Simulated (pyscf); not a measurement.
H₃C–In(CH₃)–NH₂ + NH₃ → CH₄ + H₃C–In(NH₂)–NH₂ (four-centre exchange; singlet surface; C–In, H–N broken, C–H, In–N formed). PySCF, gas phase, ωB97X-D3(BJ)/def2-SVP geometries. Energies in kcal/mol from the separated reactants.

```json
[
 {"level": "PBE/def2-TZVP", "barrier": "20.5", "reaction energy": "-7.3"},
 {"level": "r²SCAN/def2-TZVP", "barrier": "?", "reaction energy": "-8.2"},
 {"level": "PBE0-D3(BJ)/def2-TZVP", "barrier": "?", "reaction energy": "?"},
 {"level": "M06-2X/def2-TZVP", "barrier": "20.3", "reaction energy": "-9.4"},
 {"level": "ωB97M-D3(BJ)/def2-TZVP", "barrier": "23.9", "reaction energy": "-7.7"},
 {"level": "HF/def2-TZVP", "barrier": "38.0", "reaction energy": "-9.9"}
]
```

Task: Some entries are withheld; supply them.

Result: 
- r²SCAN/def2-TZVP, barrier: 19.7
- PBE0-D3(BJ)/def2-TZVP, barrier: 20.7
- PBE0-D3(BJ)/def2-TZVP, reaction energy: -7.1

The functionals in the table span 4.2 kcal/mol in this barrier, from r²SCAN to ωB97M-D3(BJ)/def2-TZVP. On the reactant side the descent ends in an adduct with a In–N contact, 18.4 kcal/mol under the separated species and 40.7 kcal/mol under the saddle at ωB97X-D3(BJ)/def2-TZVP. What is counted as formed (In–N) is already present as a longer contact in the reactant adduct; forming that adduct is a step of its own. One saddle was located; it need not be the lowest between these sides. Elements past Kr carry the def2 core potentials, without spin-orbit coupling.
